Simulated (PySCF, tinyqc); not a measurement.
Worked calculation (part 1 of 2): RHF in the sto-3g basis, for CH2, spin multiplicity 1. The lowest restricted solution is unstable here: a spin-polarised one lies 0.0200 hartree lower (PySCF). Computed by tinyqc, a small Python program that keeps every step (integrals from PySCF). Settings: charge = 0, multiplicity = 1, basis = sto-3g, energy threshold = 1e-08, iteration cap = 80, orthogonalisation = symmetric, start = random, DIIS depth = 6, method = RHF. Command: `OMP_NUM_THREADS=1 python tinyqc.py 24337 24338 out.jsonl` (the two numbers bound the seeds that draw the settings). One thread of a shared host (Intel(R) Xeon(R) Processor @ 2.60GHz), about 0.06 s of CPU time with the checks. Later iterations appear only in the table of the cycle.

## One-electron integrals

Geometry (angstrom):
```
atom         x          y         z
C     0.000000   0.000000  0.000000
H     0.000000   1.080000  0.811000
H     0.000000  -1.080000  0.811000
```

Basis sto-3g: exponents (1/bohr^2) and contraction coefficients of normalised primitives:
```
element  l (shell)   exponent  coefficient
C            s (1)  71.616837     0.154329
C            s (1)  13.045096     0.535328
C            s (1)   3.530512     0.444635
C            s (2)   2.941249    -0.099967
C            s (2)   0.683483     0.399513
C            s (2)   0.222290     0.700115
C            p (3)   2.941249     0.155916
C            p (3)   0.683483     0.607684
C            p (3)   0.222290     0.391957
H            s (1)   3.425251     0.154329
H            s (1)   0.623914     0.535328
H            s (1)   0.168855     0.444635
```

Overlap, kinetic and nuclear-attraction integrals over the contracted functions; the nuclear repulsion is the sum of Za Zb / Rab.

nuclear repulsion = 4.94669641 hartree

overlap S, lower triangle:
```
           1C 1s     1C 2s    1C 2px     1C 2py    1C 2pz     2H 1s     3H 1s
1C 1s   1.000000
1C 2s   0.248362  1.000000
1C 2px  0.000000  0.000000  1.000000
1C 2py  0.000000  0.000000  0.000000   1.000000
1C 2pz  0.000000  0.000000  0.000000   0.000000  1.000000
2H 1s   0.034171  0.352643  0.000000   0.295289  0.221740  1.000000
3H 1s   0.034171  0.352643  0.000000  -0.295289  0.221740  0.091154  1.000000
```

kinetic energy T (hartree), lower triangle:
```
            1C 1s     1C 2s    1C 2px     1C 2py    1C 2pz      2H 1s     3H 1s
1C 1s   15.891122
1C 2s   -0.085890  0.472250
1C 2px   0.000000  0.000000  1.477728
1C 2py   0.000000  0.000000  0.000000   1.477728
1C 2pz   0.000000  0.000000  0.000000   0.000000  1.477728
2H 1s   -0.010357  0.040800  0.000000   0.103668  0.077847   0.760032
3H 1s   -0.010357  0.040800  0.000000  -0.103668  0.077847  -0.011309  0.760032
```

nuclear attraction V (hartree), lower triangle:
```
             1C 1s      1C 2s     1C 2px     1C 2py     1C 2pz      2H 1s      3H 1s
1C 1s   -34.436359
1C 2s    -4.386850  -5.966990
1C 2px    0.000000   0.000000  -5.871307
1C 2py    0.000000   0.000000   0.000000  -5.973919
1C 2pz   -0.013247  -0.147505   0.000000   0.000000  -5.929169
2H 1s    -0.611813  -1.676909   0.000000  -1.280321  -0.989770  -3.804589
3H 1s    -0.611813  -1.676909   0.000000   1.280321  -0.989770  -0.375618  -3.804589
```

core Hamiltonian H = T + V (hartree), lower triangle:
```
             1C 1s      1C 2s     1C 2px     1C 2py     1C 2pz      2H 1s      3H 1s
1C 1s   -18.545237
1C 2s    -4.472740  -5.494740
1C 2px    0.000000   0.000000  -4.393579
1C 2py    0.000000   0.000000   0.000000  -4.496191
1C 2pz   -0.013247  -0.147505   0.000000   0.000000  -4.451441
2H 1s    -0.622170  -1.636109   0.000000  -1.176653  -0.911923  -3.044557
3H 1s    -0.622170  -1.636109   0.000000   1.176653  -0.911923  -0.386927  -3.044557
```

## Two-electron integrals

Functions are numbered as in S; the eight-fold symmetry (ij|kl) = (ji|kl) = (kl|ij) leaves the list below.

Two-electron integrals (ij|kl) in chemists' order, unique and non-zero (hartree):
```
(11|11) 3.541948    (21|11) 0.576921    (21|21) 0.111888    (22|11) 0.854682
(22|21) 0.205284    (22|22) 0.624709    (31|31) 0.020296    (32|31) 0.030858
(32|32) 0.137996    (33|11) 0.852436    (33|21) 0.205335    (33|22) 0.624568
(33|33) 0.672833    (41|41) 0.020296    (42|41) 0.030858    (42|42) 0.137996
(43|43) 0.036269    (44|11) 0.852436    (44|21) 0.205335    (44|22) 0.624568
(44|33) 0.600295    (44|44) 0.672833    (51|51) 0.020296    (52|51) 0.030858
(52|52) 0.137996    (53|53) 0.036269    (54|54) 0.036269    (55|11) 0.852436
(55|21) 0.205335    (55|22) 0.624568    (55|33) 0.600295    (55|44) 0.600295
(55|55) 0.672833    (61|11) 0.079639    (61|21) 0.015364    (61|22) 0.028186
(61|33) 0.028095    (61|41) 0.000721    (61|42) 0.001360    (61|44) 0.028276
(61|51) 0.000541    (61|52) 0.001021    (61|54) 0.000136    (61|55) 0.028197
(61|61) 0.002154    (62|11) 0.217729    (62|21) 0.053127    (62|22) 0.181430
(62|33) 0.176860    (62|41) 0.004009    (62|42) 0.029361    (62|44) 0.185511
(62|51) 0.003011    (62|52) 0.022048    (62|54) 0.006496    (62|55) 0.181738
(62|61) 0.007616    (62|62) 0.073302    (63|31) 0.005042    (63|32) 0.027660
(63|43) 0.005516    (63|53) 0.004142    (63|63) 0.008278    (64|11) 0.157300
(64|21) 0.038841    (64|22) 0.140647    (64|33) 0.133713    (64|41) 0.007546
(64|42) 0.048402    (64|44) 0.150889    (64|51) 0.001880    (64|52) 0.015576
(64|54) 0.008756    (64|55) 0.137178    (64|61) 0.005788    (64|62) 0.067331
(64|64) 0.069000    (65|11) 0.118121    (65|21) 0.029167    (65|22) 0.105616
(65|33) 0.100409    (65|41) 0.001880    (65|42) 0.015576    (65|44) 0.105022
(65|51) 0.006454    (65|52) 0.039356    (65|54) 0.008980    (65|55) 0.111295
(65|61) 0.004346    (65|62) 0.050561    (65|64) 0.045598    (65|65) 0.042519
(66|11) 0.388622    (66|21) 0.096374    (66|22) 0.376145    (66|33) 0.357272
(66|41) 0.008286    (66|42) 0.083772    (66|44) 0.393136    (66|51) 0.006222
(66|52) 0.062907    (66|54) 0.026931    (66|55) 0.377496    (66|61) 0.013941
(66|62) 0.201914    (66|64) 0.203828    (66|65) 0.153059    (66|66) 0.774606
(71|11) 0.079639    (71|21) 0.015364    (71|22) 0.028186    (71|33) 0.028095
(71|41) -0.000721   (71|42) -0.001360   (71|44) 0.028276    (71|51) 0.000541
(71|52) 0.001021    (71|54) -0.000136   (71|55) 0.028197    (71|61) 0.002098
(71|62) 0.007213    (71|64) 0.005056    (71|65) 0.004127    (71|66) 0.013066
(71|71) 0.002154    (72|11) 0.217729    (72|21) 0.053127    (72|22) 0.181430
(72|33) 0.176860    (72|41) -0.004009   (72|42) -0.029361   (72|44) 0.185511
(72|51) 0.003011    (72|52) 0.022048    (72|54) -0.006496   (72|55) 0.181738
(72|61) 0.007213    (72|62) 0.051508    (72|64) 0.034436    (72|65) 0.034647
(72|66) 0.109214    (72|71) 0.007616    (72|72) 0.073302    (73|31) 0.005042
(73|32) 0.027660    (73|43) -0.005516   (73|53) 0.004142    (73|63) 0.005427
(73|73) 0.008278    (74|11) -0.157300   (74|21) -0.038841   (74|22) -0.140647
(74|33) -0.133713   (74|41) 0.007546    (74|42) 0.048402    (74|44) -0.150889
(74|51) -0.001880   (74|52) -0.015576   (74|54) 0.008756    (74|55) -0.137178
(74|61) -0.005056   (74|62) -0.034436   (74|64) -0.018450   (74|65) -0.022783
(74|66) -0.069380   (74|71) -0.005788   (74|72) -0.067331   (74|74) 0.069000
(75|11) 0.118121    (75|21) 0.029167    (75|22) 0.105616    (75|33) 0.100409
(75|41) -0.001880   (75|42) -0.015576   (75|44) 0.105022    (75|51) 0.006454
(75|52) 0.039356    (75|54) -0.008980   (75|55) 0.111295    (75|61) 0.004127
(75|62) 0.034647    (75|64) 0.022783    (75|65) 0.028256    (75|66) 0.077516
(75|71) 0.004346    (75|72) 0.050561    (75|74) -0.045598   (75|75) 0.042519
(76|11) 0.046604    (76|21) 0.011450    (76|22) 0.041395    (76|33) 0.040102
(76|44) 0.041150    (76|51) 0.001023    (76|52) 0.008382    (76|55) 0.042886
(76|61) 0.001612    (76|62) 0.015446    (76|64) 0.012364    (76|65) 0.011688
(76|66) 0.040963    (76|71) 0.001612    (76|72) 0.015446    (76|74) -0.012364
(76|75) 0.011688    (76|76) 0.004181    (77|11) 0.388622    (77|21) 0.096374
(77|22) 0.376145    (77|33) 0.357272    (77|41) -0.008286   (77|42) -0.083772
(77|44) 0.393136    (77|51) 0.006222    (77|52) 0.062907    (77|54) -0.026931
(77|55) 0.377496    (77|61) 0.013066    (77|62) 0.109214    (77|64) 0.069380
(77|65) 0.077516    (77|66) 0.244538    (77|71) 0.013941    (77|72) 0.201914
(77|74) -0.203828   (77|75) 0.153059    (77|76) 0.040963    (77|77) 0.774606
```

## Orthogonalisation

S = U s U^T; symmetric (Loewdin) form X = U s^(-1/2) U^T, so that X^T S X = 1.

eigenvalues of S: 0.426172  0.534342  0.865139  1.000000  1.114344  1.374504  1.685500

X, lower triangle:
```
            1C 1s      1C 2s    1C 2px     1C 2py     1C 2pz      2H 1s     3H 1s
1C 1s    1.026142
1C 2s   -0.143462   1.145369
1C 2px   0.000000   0.000000  1.000000
1C 2py   0.000000   0.000000  0.000000   1.082544
1C 2pz  -0.008680   0.074128  0.000000   0.000000   1.045366
2H 1s    0.021162  -0.214893  0.000000  -0.181025  -0.132067   1.123026
3H 1s    0.021162  -0.214893  0.000000   0.181025  -0.132067  -0.015399  1.123026
```

## Starting guess

The start is random orthonormal orbitals; D = 2 C_occ C_occ^T.

D at the start, lower triangle:
```
            1C 1s      1C 2s     1C 2px     1C 2py     1C 2pz     2H 1s     3H 1s
1C 1s    1.474910
1C 2s    0.260761   0.280305
1C 2px   0.422350  -0.256720   1.416090
1C 2py  -0.592870  -0.000502   0.164072   0.892626
1C 2pz  -0.151086   0.217673   0.485139   0.288465   1.661372
2H 1s   -0.135262  -0.670899   0.325543  -0.895608  -0.838035  2.521890
3H 1s   -0.288226   0.085334  -0.477791  -0.303042   0.389098  0.161334  0.584852
```

## Iteration 1: building the Fock matrix

J_ij = sum D_kl (ij|kl), K_ij = sum D_kl (ik|jl); F = H + J - 0.5 K; E = tr D H + tr D J / 2 - 0.25 tr D K + E_nn.

Coulomb J (hartree), lower triangle:
```
            1C 1s      1C 2s     1C 2px     1C 2py    1C 2pz     2H 1s     3H 1s
1C 1s    9.756217
1C 2s    1.937653   4.706414
1C 2px  -0.000235  -0.053209   4.668715
1C 2py  -0.036597  -0.072711   0.020764   4.707721
1C 2pz   0.014953   0.168409   0.033929   0.020278  4.730555
2H 1s    0.265913   1.450086  -0.003910   1.144433  0.910467  3.570877
3H 1s    0.268657   1.423350  -0.012110  -1.118602  0.871966  0.338429  3.180512
```

exchange K (hartree), lower triangle:
```
            1C 1s      1C 2s     1C 2px     1C 2py    1C 2pz     2H 1s     3H 1s
1C 1s    5.557455
1C 2s    1.157673   0.927333
1C 2px   0.302918  -0.127147   1.110680
1C 2py  -0.557966  -0.439466   0.216290   0.755564
1C 2pz  -0.150291   0.097845   0.292905  -0.066767  1.265352
2H 1s   -0.003402   0.251962   0.132306   0.086500  0.226151  1.287830
3H 1s    0.199741   0.486043  -0.170465  -0.480292  0.465197  0.155205  0.900227
```

Fock matrix F (hartree), lower triangle:
```
             1C 1s      1C 2s     1C 2px     1C 2py     1C 2pz      2H 1s      3H 1s
1C 1s   -11.567748
1C 2s    -3.113923  -1.251993
1C 2px   -0.151694   0.010364  -0.280204
1C 2py    0.242386   0.147022  -0.087381  -0.166253
1C 2pz    0.076851  -0.028018  -0.112523   0.053661  -0.353562
2H 1s    -0.354557  -0.312003  -0.070062  -0.075470  -0.114532  -0.117595
3H 1s    -0.453384  -0.455781   0.073122   0.298198  -0.272556  -0.126100  -0.314158
```

total energy of this density = -32.34312440 hartree

## Iteration 1: diagonalisation and new density

Diagonalise F' = X^T F X, C = X C', fill 4 alpha and 4 beta electrons from the bottom; D = 2 C_occ C_occ^T. Each column has its largest component positive (the first on a tie).

F' = X^T F X (hartree), lower triangle:
```
            1          2          3          4          5          6          7
1  -11.321466
2   -1.668412  -0.556639
3   -0.156105   0.024634  -0.280204
4    0.235890   0.075426  -0.068674  -0.054262
5    0.052276   0.053587  -0.115947   0.011425  -0.287717
6    0.000408  -0.166522  -0.054566  -0.104921  -0.081041   0.016048
7   -0.010781  -0.270614   0.076802   0.277913  -0.237860  -0.045585  -0.053684
```

orbital energies (hartree): MO1 -11.581879, MO2 -0.629368, MO3 -0.441834, MO4 -0.293955, MO5 -0.092531, MO6 0.163561, MO7 0.338081

coefficients C:
```
              MO1        MO2        MO3        MO4        MO5        MO6        MO7
1C 1s    0.992893  -0.168970   0.070264  -0.164558  -0.043515   0.123586   0.104639
1C 2s    0.028023   0.544637  -0.280451   0.612590   0.098220  -0.652630  -0.493353
1C 2px   0.013122  -0.137559   0.653577   0.378801   0.635821  -0.002289   0.077318
1C 2py  -0.022464  -0.271175   0.128951   0.365104  -0.494430  -0.537928   0.692564
1C 2pz  -0.003604   0.307909   0.672944  -0.306850  -0.391584  -0.393366  -0.428179
2H 1s   -0.004644   0.070428   0.098857   0.308259  -0.256931   1.084838  -0.074825
3H 1s   -0.009139   0.446373   0.025204  -0.239973   0.088077   0.126282   1.037788
```

D after iteration 1, lower triangle:
```
            1C 1s      1C 2s     1C 2px     1C 2py     1C 2pz      2H 1s     3H 1s
1C 1s    2.092807
1C 2s   -0.369431   1.502668
1C 2px   0.039721  -0.051598   1.179498
1C 2py  -0.055008   0.078346   0.519178   0.447940
1C 2pz   0.084346  -0.418208   0.562366  -0.217344   1.283664
2H 1s   -0.120584   0.398679   0.343261   0.212601  -0.012725   0.219556
3H 1s   -0.086474   0.177563  -0.271904  -0.410410   0.456144  -0.080006  0.515110
```

## Iteration 2: building the Fock matrix

As before.

Coulomb J (hartree), lower triangle:
```
            1C 1s      1C 2s     1C 2px     1C 2py    1C 2pz     2H 1s     3H 1s
1C 1s   11.548933
1C 2s    2.229038   5.129974
1C 2px  -0.000852  -0.007842   5.107777
1C 2py  -0.002871  -0.027394   0.044446   5.116280
1C 2pz  -0.006666   0.013955   0.041384  -0.032747  5.149295
2H 1s    0.306533   1.456427   0.010665   1.109743  0.844507  3.032425
3H 1s    0.306962   1.499479  -0.004298  -1.170479  0.885552  0.337551  3.271166
```

exchange K (hartree), lower triangle:
```
            1C 1s      1C 2s     1C 2px     1C 2py    1C 2pz     2H 1s     3H 1s
1C 1s    7.200918
1C 2s    1.256774   1.711778
1C 2px   0.024843  -0.015371   1.128996
1C 2py  -0.035745   0.006363   0.416140   0.919842
1C 2pz  -0.013187  -0.088697   0.365442  -0.236105  1.329046
2H 1s    0.167688   0.593082   0.234944   0.285266  0.181580  0.564614
3H 1s    0.182763   0.633319  -0.106492  -0.466129  0.450698  0.165608  0.948607
```

Fock matrix F (hartree), lower triangle:
```
             1C 1s      1C 2s     1C 2px     1C 2py     1C 2pz      2H 1s      3H 1s
1C 1s   -10.596763
1C 2s    -2.872089  -1.220656
1C 2px   -0.013274  -0.000156   0.149700
1C 2py    0.015001  -0.030576  -0.163623   0.160167
1C 2pz   -0.013320  -0.089201  -0.141338   0.085306   0.033331
2H 1s    -0.399482  -0.476223  -0.106808  -0.209543  -0.158207  -0.294439
3H 1s    -0.406589  -0.453289   0.048947   0.239239  -0.251720  -0.132180  -0.247695
```

total energy of this density = -37.89619256 hartree

## Iteration 2: DIIS over 2 matrices

error matrix X^T (FDS - SDF) X:
```
           1          2          3          4          5          6          7
1   0.000000  -0.019610  -0.291278   0.381278   0.167061   0.003315   0.038476
2   0.019610   0.000000  -0.080734   0.162070   0.173611   0.152328   0.048819
3   0.291278   0.080734   0.000000   0.124058   0.017328   0.342739  -0.091950
4  -0.381278  -0.162070  -0.124058   0.000000   0.068158   0.089790  -0.156639
5  -0.167061  -0.173611  -0.017328  -0.068158   0.000000   0.033722   0.206469
6  -0.003315  -0.152328  -0.342739  -0.089790  -0.033722   0.000000   0.006987
7  -0.038476  -0.048819   0.091950   0.156639  -0.206469  -0.006987   0.000000
```

B (overlaps of the stored error matrices):
```
               1              2
1  1.5993822e+02  8.8271637e+00
2  8.8271637e+00  1.1423751e+00
```

Minimise |sum c_i e_i|^2 with sum c_i = 1: solve [B -1; -1 0][c; lambda] = [0; -1] with B_ij = tr e_i^T e_j, and take F = sum c_i F_i.

DIIS coefficients: -0.053580  1.053580

extrapolated F (hartree), lower triangle:
```
             1C 1s      1C 2s     1C 2px     1C 2py     1C 2pz      2H 1s      3H 1s
1C 1s   -10.544737
1C 2s    -2.859132  -1.218977
1C 2px   -0.005857  -0.000720   0.172734
1C 2py    0.002818  -0.040092  -0.167708   0.177657
1C 2pz   -0.018151  -0.092479  -0.142881   0.087001   0.054061
2H 1s    -0.401889  -0.485022  -0.108776  -0.216727  -0.160547  -0.303915
3H 1s    -0.404082  -0.453156   0.047652   0.236080  -0.250604  -0.132505  -0.244134
```

## Iteration 2: diagonalisation and new density

As before.

F' = X^T F X (hartree), lower triangle:
```
            1          2          3          4          5          6         7
1  -10.315973
2   -1.535333  -0.503886
3   -0.005961   0.002559   0.172734
4    0.008118  -0.044538  -0.153234   0.376392
5   -0.037357   0.051287  -0.141294   0.074405   0.157126
6   -0.011575  -0.315226  -0.073632  -0.284054  -0.178150  -0.062839
7   -0.014008  -0.311484   0.043731   0.314961  -0.260684  -0.031461  0.029646
```

orbital energies (hartree): MO1 -10.551386, MO2 -0.641431, MO3 -0.318392, MO4 -0.092763, MO5 0.229564, MO6 0.547452, MO7 0.680156

coefficients C:
```
              MO1        MO2        MO3        MO4        MO5        MO6        MO7
1C 1s    0.992777  -0.205107  -0.001633   0.145033  -0.094668  -0.127694   0.023237
1C 2s    0.029323   0.660448  -0.006994  -0.608496   0.438957   0.647283  -0.106200
1C 2px   0.000566   0.062846  -0.253442   0.414216   0.811295  -0.258472  -0.187710
1C 2py  -0.000135   0.026953  -0.394984  -0.013418   0.131197   0.035734   1.030550
1C 2pz   0.004218   0.144843   0.150545   0.643588  -0.022824   0.820675   0.036741
2H 1s   -0.005659   0.366645  -0.484310   0.276104  -0.609276  -0.553701  -0.484986
3H 1s   -0.005544   0.277122   0.567530   0.213597  -0.034969  -0.715887   0.632459
```

D after iteration 2, lower triangle:
```
            1C 1s      1C 2s     1C 2px     1C 2py    1C 2pz      2H 1s     3H 1s
1C 1s    2.097424
1C 2s   -0.389183   1.614733
1C 2px   0.096321  -0.417507   0.479516
1C 2py  -0.013927   0.057449   0.192483   0.313837
1C 2pz   0.135151  -0.593776   0.475071  -0.128390  0.915733
2H 1s   -0.079969   0.154726   0.520300   0.394946  0.315738   0.890500
3H 1s   -0.064584   0.097840  -0.075895  -0.439122  0.526047  -0.228497  0.889083
```

## Iteration 12 (converged): orbitals

converged F (hartree), lower triangle:
```
             1C 1s      1C 2s    1C 2px     1C 2py     1C 2pz      2H 1s      3H 1s
1C 1s   -11.022205
1C 2s    -2.956205  -1.421010
1C 2px    0.000001  -0.000001  0.226135
1C 2py    0.000000   0.000000  0.000001  -0.121212
1C 2pz   -0.023396  -0.039205  0.000004   0.000000  -0.177241
2H 1s    -0.417575  -0.492434  0.000002  -0.304206  -0.251313  -0.315358
3H 1s    -0.417575  -0.492434  0.000001   0.304206  -0.251313  -0.118049  -0.315358
```

As before.

F' = X^T F X (hartree), lower triangle:
```
            1          2         3          4          5          6          7
1  -10.795074
2   -1.545406  -0.717349
3    0.000001  -0.000001  0.226135
4    0.000000   0.000000  0.000001   0.083478
5   -0.048989   0.109601  0.000004   0.000000  -0.063140
6   -0.018740  -0.303550  0.000001  -0.330424  -0.250766  -0.032794
7   -0.018740  -0.303550  0.000000   0.330424  -0.250765  -0.019902  -0.032793
```

orbital energies (hartree): MO1 -11.027584, MO2 -0.755257, MO3 -0.434475, MO4 -0.304745, MO5 0.226135, MO6 0.459328, MO7 0.505061

coefficients C:
```
              MO1        MO2        MO3        MO4        MO5        MO6        MO7
1C 1s    0.993630  -0.228737   0.000000   0.126649   0.000002  -0.137326   0.000001
1C 2s    0.025975   0.777819  -0.000001  -0.563726  -0.000007   0.711926  -0.000005
1C 2px   0.000000   0.000000  -0.000002  -0.000008   1.000000   0.000004   0.000001
1C 2py   0.000000   0.000000   0.535072  -0.000001   0.000000   0.000007   0.975264
1C 2pz   0.004224   0.114682   0.000001   0.732348   0.000002   0.764029  -0.000005
2H 1s   -0.004914   0.245375   0.476431   0.306182   0.000007  -0.723543  -0.673634
3H 1s   -0.004914   0.245374  -0.476431   0.306183   0.000004  -0.723532   0.673644
```

D after iteration 12, lower triangle:
```
            1C 1s      1C 2s     1C 2px     1C 2py    1C 2pz      2H 1s     3H 1s
1C 1s    2.111323
1C 2s   -0.447005   1.846930
1C 2px  -0.000002   0.000008   0.000000
1C 2py   0.000000   0.000001  -0.000002   0.572604
1C 2pz   0.141432  -0.647064  -0.000011   0.000000  1.099008
2H 1s   -0.044462   0.036253  -0.000007   0.509849  0.504705   0.761934
3H 1s   -0.044462   0.036253  -0.000003  -0.509851  0.504702  -0.146012  0.761935
```
